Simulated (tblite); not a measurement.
Input of a run (GFN2-xTB geometry optimisation, gas phase (tblite 0.8.0)), started from a force field or distance geometry:
```
{"job": {"kind": "relax", "xc": "GFN2-xTB", "basis": "xTB"}, "charge": 0, "multiplicity": 1}
F      2.575900     0.244900     0.704400
C      1.236100     0.123800     0.416900
N      0.545300    -0.994900     0.558500
N     -0.706400    -0.983800     0.253700
C     -1.308900     0.077500    -0.156400
S      0.009600     1.365700    -0.196200
H     -2.348300     0.171600    -0.436900
```

Output (eV, eV/Å):
```
step      E/eV     max force
  0    -504.76965    3.272
  1    -505.06758    2.367
  2    -505.31964    1.927
  3    -505.46876    1.386
  4    -505.53195    0.698
  5    -505.54433    0.426
  6    -505.55528    0.327
  7    -505.56691    0.263
  8    -505.57117    0.203
  9    -505.57316    0.096
 10    -505.57360    0.048
 11    -505.57373    0.030
 12    -505.57382    0.029
 13    -505.57387    0.016
 14    -505.57389    0.010
```

Summarise the run.

The energy falls by 77.6 kJ/mol over 14 L-BFGS steps, the largest force on an atom goes from 3.27 to 0.010 eV/Å, and the atoms move by 0.141 Å rms after alignment. The bond that changes most is C5–S6 (aromatic CH next to a ring nitrogen to thiophene-type sulfur), which shortens by 0.103 Å. Bonds longer at the end by more than 0.005 Å: 1 of 7; shorter: 6. Among the angles that change most is N4–C5–S6, from 104.4° to 114.6°. The energy never rose by more than 1e-5 eV on the way. The first step brought 37 % of the lowering.

What are the final bond lengths?

F1–C2 1.307 Å, C2–N3 1.279 Å, N3–N4 1.322 Å, N4–C5 1.280 Å, C5–S6 1.740 Å, C2–S6 1.755 Å, C5–H7 1.071 Å. Numbering counts from 1 in the input's order; the species is `Fc1nncs1`.

On Arm Neoverse N1, one thread, no GPU, shared host, this took under 0.1 s.

Its GFN2-xTB frequencies are all real (lowest 268 cm⁻¹).

These are computed values.
